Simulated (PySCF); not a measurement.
trimethylamine (C₃H₉N), SMILES CN(C)C. Heavy atoms are numbered as in [CH3:1][N:2]([CH3:3])[CH3:4]. Hydrogens are named by the atom that carries them.

The structure is a stationary point at B3LYP-D3(BJ)/def2-SVP.

All values below come from PBE/pcSseg-1 (PySCF).

GIAO shieldings, no solvent; atoms alike by connectivity are averaged. δ = σ(ref) − σ: ¹³C against TMS (σ = 182.0 ppm); ¹⁵N against NH3 (σ = 267.0 ppm); ¹H against TMS (σ = 31.49 ppm), references at their B3LYP-D3(BJ)/def2-TZVP geometries, non-relativistic.

| nucleus | atoms | count | δ (ppm) |
|---|---|---|---|
| ¹³C | C1 (CH3) | 3 | 50.6 |
| ¹⁵N | N2 | 1 | 43.0 |
| ¹H | H on C1 | 9 | 2.37 |
